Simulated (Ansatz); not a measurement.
Molecule: sum formula HOCl (charge 0, singlet). 
Structure (B3LYP-D3(BJ)/def2-TZVP (Ansatz, a first-principles code) minimum search):
```xyz
3

O      0.0220     1.1044    -0.0012
H     -0.9233     1.3146     0.0160
Cl     0.0439    -0.5970    -0.0004
```

Basis-set convergence of Hartree-Fock and MP2 correlation energies (hartree) with Ansatz. Valence correlation only, unless marked. Spin-orbit coupling is left out. No relativistic terms.

| basis | functions | E(HF) | E(corr, MP2) |
|---|---|---|---|
| def2-SVPD | 58 | -534.66857 | -0.35152 |
| def2-TZVPPD | 108 | -534.91732 | -0.44148 |
| def2-QZVPPD | 178 | -534.93299 | -0.47891 |

Extrapolating the two largest sets (X = 3 and 4) as X^-3: E(corr) = (64·(-0.47891) - 27·(-0.44148))/37 = -0.5062 Eh, an estimate of the basis-set limit. The largest set recovers 94.6 % of it, the smallest 69.4 %.
